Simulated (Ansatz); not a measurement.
**SnH⁺, triplet: the ladder up to full CI**

Geometry: a PBE0/def2-TZVP stationary point for this spin. The singlet lies 2.2 eV lower here.

```xyz
2

Sn    0.0000    0.0000    0.0000
H     0.0000    0.0000    1.8814
```

Basis def2-TZVPP with its core potentials; Ansatz 0.2.0. Only valence electrons are correlated (noble-gas cores and the filled d shells of p-block atoms frozen), which leaves 4 electrons in 55 orbitals. R marks a restricted (for open shells ROHF) determinant. Active spaces: valence = (4e, 5o) chosen from the atoms' valence shells. No spin–orbit coupling is included; scalar relativity enters through the core potentials alone.

Full CI is exact within this basis and frozen core; it isn't the basis-set limit.

For open shells CISD is restricted-active-space CI with the open shells as a complete middle space.

```
UHF ⟨S²⟩                          : 2.044
T1 diagnostic (RCCSD)             : 0.0360
largest doubles amplitude (RCCSD) : 0.106
```

From what is known of these methods and the diagnostics, rank them by the size of their error in total energy against full CI in def2-TZVPP, smallest first (an estimate: the text doesn't fix the numbers).
A. RCCSDT
B. RCCSD(T)
C. MRCISD (valence space)
D. CISD
E. RMP2

A (0.01 kcal/mol), B (0.25 kcal/mol), C (0.49 kcal/mol), D (1.02 kcal/mol), E (9.93 kcal/mol).

All errors are against full CI in def2-TZVPP. Below it: RCCSDT. Within each family the higher level lies nearer, as is usual though not guaranteed.

The full-CI state has the irrep B1 of C2v, in the program's axes (one component, if the state is degenerate).

Natural occupations of full CI about the gap: 1.924 0.993 0.986 0.035 0.024 0.010 0.006 0.005 0.004 0.003; effectively unpaired electrons, Σ n²(2−n)², 2.03.
